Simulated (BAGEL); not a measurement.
# CH5BS+ (SMILES B[S+]C) at UHF/3-21G (density fitting with qzvpp-jkfit)

What is the vertical electron affinity of CH5BS+ at UHF/3-21G (density fitting with qzvpp-jkfit)? 

Program for the calculation: BAGEL 1.2.2.

5 further runs of the same task are left out: 3 that didn't finish, 2 set aside as unsound or not needed.

**1. The structure to begin with**

The species is CH5BS+ (8 atoms), meant as a doublet with charge +1. SMILES: `B[S+]C`. The shape is that of a GFN2-xTB optimisation.

Bond lengths: B1–S2 1.781 Å, S2–C3 1.799 Å, B1–H4 1.168 Å, B1–H5 1.166 Å, C3–H6 1.088 Å, C3–H7 1.088 Å, C3–H8 1.092 Å. Angles: B1–S2–C3 104.9°, S2–B1–H4 118.7°, S2–B1–H5 121.0°, S2–C3–H6 111.1°, S2–C3–H7 107.9°, S2–C3–H8 109.7°, H4–B1–H5 120.3°, H6–C3–H7 111.4°, H6–C3–H8 108.4°, H7–C3–H8 108.5°.

**2. The energy at UHF/3-21G (density fitting with qzvpp-jkfit)**

hf.json

```json
{ "bagel": [

{
  "title": "molecule",
  "basis": "3-21g",
  "df_basis": "qzvpp-jkfit",
  "angstrom": "true",
  "geometry": [
    { "atom": "B", "xyz": [      -0.979500,       0.821120,      -0.940280 ] },
    { "atom": "S", "xyz": [       0.467310,      -0.214660,      -1.008690 ] },
    { "atom": "C", "xyz": [       0.801370,      -0.657040,       0.702660 ] },
    { "atom": "H", "xyz": [      -1.825100,       0.655130,      -1.728490 ] },
    { "atom": "H", "xyz": [      -1.063330,       1.684820,      -0.160770 ] },
    { "atom": "H", "xyz": [       0.687880,       0.204010,       1.358430 ] },
    { "atom": "H", "xyz": [       1.809980,      -1.063270,       0.751650 ] },
    { "atom": "H", "xyz": [       0.101390,      -1.430120,       1.025490 ] }
  ]
},

{ "title": "uhf", "charge": 1, "nopen": 1 },

{ "title": "print", "file": "orbitals.molden", "orbitals": "true" }

]}
```

Run with:

```sh
$ BAGEL_NUM_THREADS=1 BAGEL hf.json > hf.out
```

The program printed:

```text
* using 1 threads per process

  ===============================================================
  ===============================================================

  *** Geometry ***

  { "atom" : "B", "xyz" : [     -1.850987,      1.551692,     -1.776872 ] },
  { "atom" : "S", "xyz" : [      0.883088,     -0.405649,     -1.906148 ] },
  { "atom" : "C", "xyz" : [      1.514370,     -1.241626,      1.327835 ] },
  { "atom" : "H", "xyz" : [     -3.448939,      1.238016,     -3.266373 ] },
  { "atom" : "H", "xyz" : [     -2.009402,      3.183848,     -0.303811 ] },
  { "atom" : "H", "xyz" : [      1.299905,      0.385523,      2.567061 ] },
  { "atom" : "H", "xyz" : [      3.420366,     -2.009289,      1.420413 ] },
  { "atom" : "H", "xyz" : [      0.191599,     -2.702535,      1.937895 ] },

  Number of auxiliary basis functions:      368

  Since a DF basis is specified, we compute 2- and 3-index integrals:
    o Being stored without compression. Storage requirement is 0.005 GB

  Number of basis functions:       41
  Number of electrons      :       32

    * METHOD: MOLECULE                             0.09

  *** Open-shell HF ***

  === Nuclear Repulsion ===
    94.3873949232

      * DIIS with orbital gradients will be used.

  === UHF iteration (3-21g) ===
      0       -460.25536100          0.02906348           0.02
      1       -460.31878849          0.00826325           0.04
      2       -460.32650442          0.00352905           0.02
      3       -460.32859593          0.00160506           0.02
      4       -460.32907148          0.00056648           0.02
      5       -460.32919002          0.00018899           0.02
      6       -460.32921275          0.00009556           0.02
      7       -460.32922074          0.00005966           0.03
      8       -460.32922476          0.00002941           0.02
      9       -460.32922538          0.00001997           0.02
     10       -460.32922569          0.00001273           0.02
     11       -460.32922584          0.00000660           0.02
     12       -460.32922589          0.00000281           0.02
     13       -460.32922589          0.00000132           0.02
     14       -460.32922589          0.00000073           0.02
     15       -460.32922590          0.00000039           0.02
     16       -460.32922590          0.00000022           0.02
     17       -460.32922590          0.00000013           0.02
     18       -460.32922590          0.00000009           0.02
     19       -460.32922590          0.00000007           0.02
     20       -460.32922590          0.00000004           0.02
     21       -460.32922590          0.00000002           0.02
     22       -460.32922590          0.00000001           0.02
     23       -460.32922590          0.00000001           0.02
    * SCF iteration converged.

    * S^2 (UHF) is 0.7579

    * Permanent dipole moment:
           (    0.343680,    -0.077505,    -0.438673) a.u.

    * METHOD: UHF                                  0.63

    * METHOD: PRINT                                0.00

  ===============================================================
```

It took 1.2 s on 1 thread of Intel Xeon 6975P-C (Granite Rapids), shared host; peak memory 0.078 GiB.

**3. Singlet neutral CH5BS**

input.json

```json
{ "bagel": [

{
  "title": "molecule",
  "basis": "3-21g",
  "df_basis": "qzvpp-jkfit",
  "angstrom": true,
  "geometry": [
    { "atom": "B", "xyz": [   -0.979500,    0.821120,   -0.940280 ] },
    { "atom": "S", "xyz": [    0.467310,   -0.214660,   -1.008690 ] },
    { "atom": "C", "xyz": [    0.801370,   -0.657040,    0.702660 ] },
    { "atom": "H", "xyz": [   -1.825100,    0.655130,   -1.728490 ] },
    { "atom": "H", "xyz": [   -1.063330,    1.684820,   -0.160770 ] },
    { "atom": "H", "xyz": [    0.687880,    0.204010,    1.358430 ] },
    { "atom": "H", "xyz": [    1.809980,   -1.063270,    0.751650 ] },
    { "atom": "H", "xyz": [    0.101390,   -1.430120,    1.025490 ] }
  ]
},
{ "title": "hf" },
{ "title": "print", "file": "orbitals.molden", "orbitals": true }

]}
```

Run with:

```sh
$ BAGEL_NUM_THREADS=1 BAGEL input.json > input.out
```

The program printed:

```text
* using 1 threads per process

  ===============================================================
  ===============================================================

  *** Geometry ***

  { "atom" : "B", "xyz" : [     -1.850987,      1.551692,     -1.776872 ] },
  { "atom" : "S", "xyz" : [      0.883088,     -0.405649,     -1.906148 ] },
  { "atom" : "C", "xyz" : [      1.514370,     -1.241626,      1.327835 ] },
  { "atom" : "H", "xyz" : [     -3.448939,      1.238016,     -3.266373 ] },
  { "atom" : "H", "xyz" : [     -2.009402,      3.183848,     -0.303811 ] },
  { "atom" : "H", "xyz" : [      1.299905,      0.385523,      2.567061 ] },
  { "atom" : "H", "xyz" : [      3.420366,     -2.009289,      1.420413 ] },
  { "atom" : "H", "xyz" : [      0.191599,     -2.702535,      1.937895 ] },

  Number of auxiliary basis functions:      368

  Since a DF basis is specified, we compute 2- and 3-index integrals:
    o Being stored without compression. Storage requirement is 0.005 GB

  Number of basis functions:       41
  Number of electrons      :       32

    * METHOD: MOLECULE                             0.06

  *** RHF ***

  === Nuclear Repulsion ===
    94.3873949232

      * DIIS with orbital gradients will be used.

  === RHF iteration (3-21g) ===
      0       -460.61103577          0.01315996           0.01
      1       -460.64344351          0.00320276           0.01
      2       -460.64579847          0.00120684           0.01
      3       -460.64610805          0.00016237           0.01
      4       -460.64612038          0.00005158           0.01
      5       -460.64612153          0.00002058           0.01
      6       -460.64612179          0.00000692           0.01
      7       -460.64612182          0.00000138           0.01
      8       -460.64612183          0.00000049           0.01
      9       -460.64612183          0.00000020           0.01
     10       -460.64612183          0.00000007           0.01
     11       -460.64612183          0.00000002           0.01
     12       -460.64612183          0.00000001           0.01
    * SCF iteration converged.

    * Permanent dipole moment:
           (    0.129268,    -0.036373,    -0.750303) a.u.

    * METHOD: HF                                   0.16

    * METHOD: PRINT                                0.00

  ===============================================================
```

Run time: 0.54 s. Hardware: 1 thread of Intel Xeon 6975P-C (Granite Rapids), shared host; peak memory 0.078 GiB.

**4. Summary of results**

Level: UHF/3-21G (density fitting with qzvpp-jkfit).

```
                                           quantity          value
                       doublet CH5BS+: total energy  -460.32923 Eh
                               doublet CH5BS+: ⟨S²⟩          0.758
                singlet neutral CH5BS: total energy  -460.64612 Eh
               singlet neutral CH5BS: dipole moment         1.94 D
                 singlet neutral CH5BS: HOMO energy       -9.80 eV
                 singlet neutral CH5BS: LUMO energy        2.04 eV
               singlet neutral CH5BS: HOMO–LUMO gap       11.84 eV
vertical electron affinity (to the singlet neutral)       8.623 eV
```

What this shows: At fixed nuclei the extra electron is bound by 8.62 eV (199 kcal/mol).
